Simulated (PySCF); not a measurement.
Compound: C₄H₅N.
Geometry (PBE0-D3(BJ)/def2-SVP, Å), atoms numbered from 1 in this order:
```xyz
10
C4H5N angstrom
C      2.3570    0.5486   -0.1826
C      1.2652    0.0515   -0.3438
C     -0.0630   -0.5286   -0.4933
C     -0.9483   -0.2792    0.7097
N     -2.1310    0.1654    0.7087
H      3.3289    0.9864   -0.0500
H      0.0362   -1.6219   -0.6270
H     -0.5528   -0.1423   -1.4035
H     -0.4912   -0.5353    1.6810
H     -2.4394    0.3695   -0.2497
```

Computed, not measured: PySCF, TDDFT B3LYP/def2-SVPD, vertical, gas phase, core orbitals frozen in the response.

Broadening: Gaussians 0.3 eV wide at half height, area fixed by f = 4.319×10⁻⁹ ∫ε dν̃. The width is an assumption, not a result. The curve ends short of the highest state used, and states not computed would add to its high-energy end.

λ (nm), ε (L mol⁻¹ cm⁻¹) and a bar:
```
    177.4        993 ###############
    180.3        803 ############
    183.1        621 #########
    185.9        775 ############
    188.8       1356 #####################
    191.6       1971 ##############################
    194.4       1946 ##############################
    197.3       1275 ###################
    200.1        707 ###########
    203.0        450 #######
    205.8        306 #####
    208.6        163 ##
    211.5         60 #
    214.3         16 
    217.1          3 
    220.0          2 
    222.8          6 
    225.6         23 
    228.5         65 #
    231.3        128 ##
    234.1        193 ###
    237.0        225 ###
    239.8        206 ###
    242.7        149 ##
    245.5         88 #
    248.3         43 #
    251.2         17 
    254.0          6 
    256.8          2 
    259.7          0
```

(1) Locate the maxima and give the states behind the curve.

(2) Coming from long wavelengths, where does ε first pass 100 L mol⁻¹ cm⁻¹?

(3) On this curve, what absorbance would a 10⁻³ mol/L sample give at 222 nm over a 1 cm path?

## Answers

(1) 237 nm (5.23 eV), ε about 230, made up of S1 (100%); 193 nm (6.43 eV), ε about 2100, made up of S3 (90%) (ε in L mol⁻¹ cm⁻¹; maxima over ε = 5, shares over 10%). At its high-energy end, 6.99 eV, the curve is still rising (ε about 990, from S6 and S7). The states used: S1 5.22 eV (f 0.0025); S2 6.10 eV (f 0.0038); S3 6.41 eV (f 0.021); S4 6.57 eV (f 0.0040); S5 6.74 eV (f 0.0026); S6 6.90 eV (f 0.0023); S7 7.01 eV (f 0.0087); S8 7.40 eV (f 0.019); S9 7.42 eV (f 0.032); S10 7.59 eV (f 0.011).

(2) At about 245 nm (5.06 eV), 0.16 eV below S1.

(3) 222 nm is 5.585 eV, where ε is about 4.2 L mol⁻¹ cm⁻¹, so A = ε c l ≈ 0.0042 (Beer–Lambert, with the gas-phase spectrum and the assumed width).

All these states lie below the vertical ionisation energy of 9.68 eV (ΔSCF).

Hardware: Arm Neoverse V1, one thread, on a shared host. Cost: 65 s.

One conformer stands for the species.
